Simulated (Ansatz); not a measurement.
Write a Python script for Ansatz 0.2.0, Python API that makes a geometry optimisation of C2H5NO2, SMILES COC(=N)O. Use: PBE, cc-pVDZ basis, multiplicity 1.

`opt_c2h5no2.py`:
```python
"""Geometry optimisation of C2H5NO2."""

import itertools

import ansatz as az
from ase.data import atomic_numbers, covalent_radii
import numpy as np
from rdkit import Chem
from rdkit.Chem import AllChem

SETTINGS = {
    "basis_set": "cc-pVDZ",
    "functional": "PBE",
}


def main() -> None:
    # start geometry from RDKit
    rd = Chem.AddHs(Chem.MolFromSmiles("COC(=N)O"))
    AllChem.EmbedMolecule(rd, randomSeed=577)
    AllChem.UFFOptimizeMolecule(rd)
    c2h5no2 = az.Crystal.molecule()
    for atom, xyz in zip(rd.GetAtoms(), rd.GetConformer().GetPositions()):
        c2h5no2 = c2h5no2.atom(atom.GetSymbol(), xyz.round(5).tolist())

    job = c2h5no2.calculation().basis(gaussian=SETTINGS["basis_set"]).functional(SETTINGS["functional"])
    symbols = [site.symbol for site in c2h5no2.cartesian_sites]
    start = np.array([site.position_ang for site in c2h5no2.cartesian_sites], dtype=float)
    summary = job.relax(force_tolerance=0.01).run(threads=1).report
    end = np.array(summary["positions_ang"])

    for key in ("converged", "free_energy_ev", "reference_energy_ev", "n_frozen", "n_occupied", "n_virtual"):
        print(f"{key:22s} {summary[key]}")

    # pairs closer than 1.2 times the sum of covalent radii, before or after
    radius = [covalent_radii[atomic_numbers[s]] for s in symbols]
    span = lambda where, i, j: np.linalg.norm(where[i] - where[j])
    bonded = [(i, j) for i, j in itertools.combinations(range(len(symbols)), 2) if min(span(start, i, j), span(end, i, j)) < 1.2 * (radius[i] + radius[j])]
    print("pair        before    after (A)")
    for i, j in bonded:
        print(f"{symbols[i]}{i}-{symbols[j]}{j}".ljust(10), f"{span(start, i, j):8.4f} {span(end, i, j):8.4f}")
    for first, second in list(itertools.combinations(bonded, 2)):
        shared = set(first) & set(second)
        if shared and symbols[(j := shared.pop())] != "H":
            i, k = sorted((set(first) | set(second)) - {j})
            u, v = end[i] - end[j], end[k] - end[j]
            angle = np.degrees(np.arccos(np.clip(u @ v / np.linalg.norm(u) / np.linalg.norm(v), -1, 1)))
            print(f"final angle {symbols[i]}{i}-{symbols[j]}{j}-{symbols[k]}{k}: {angle:.2f} deg")
    with open("c2h5no2_opt.xyz", "w") as handle:
        handle.write(f"{len(symbols)}\nrelaxed C2H5NO2\n")
        handle.writelines(f"{s:2s} {x:11.6f} {y:11.6f} {z:11.6f}\n" for s, (x, y, z) in zip(symbols, end))


if __name__ == "__main__":
    main()
```

Output of `python opt_c2h5no2.py`:
```text
converged              True
free_energy_ev         -7730.865104890519
reference_energy_ev    -7730.865104890519
n_frozen               0
n_occupied             [20, 20]
n_virtual              [75, 75]
pair        before    after (A)
C0-O1        1.4238   1.4276
C0-H5        1.1093   1.1046
C0-H6        1.1106   1.1121
C0-H7        1.1106   1.1121
O1-C2        1.4024   1.3620
C2-N3        1.2980   1.2834
C2-O4        1.3909   1.3538
N3-H8        1.0431   1.0297
O4-H9        1.0134   0.9815
final angle O1-C0-H5: 105.79 deg
final angle O1-C0-H6: 111.49 deg
final angle O1-C0-H7: 111.49 deg
final angle C0-O1-C2: 115.22 deg
final angle H5-C0-H6: 109.39 deg
final angle H5-C0-H7: 109.39 deg
final angle H6-C0-H7: 109.21 deg
final angle O1-C2-N3: 131.45 deg
final angle O1-C2-O4: 107.05 deg
final angle N3-C2-O4: 121.50 deg
final angle C2-N3-H8: 111.89 deg
final angle C2-O4-H9: 103.43 deg
```

File `c2h5no2_opt.xyz` afterwards:
```text
10
relaxed C2H5NO2
C    -1.300787    0.108194    0.621120
O     0.050200   -0.255346    0.905468
C     0.911696   -0.154271   -0.144600
N     0.729264    0.212588   -1.360878
O     2.131189   -0.533639    0.304572
H    -1.854414   -0.029056    1.567030
H    -1.377848    1.169782    0.298829
H    -1.742118   -0.545190   -0.163164
H    -0.251524    0.468735   -1.541519
H     2.704332   -0.441796   -0.486849
```

Reading the output:
- These settings explore the input space; basis and method may be short of convergence.
- The end point is the stationary point reached from this start; no frequency run checks that it is a minimum, and the basis set is modest.
- Finished in 24 s on 1 thread of Arm Neoverse V2, with other jobs on the host, peak memory 0.25 GiB.

(Lines on the test bed's own set-up are left out of the output.)
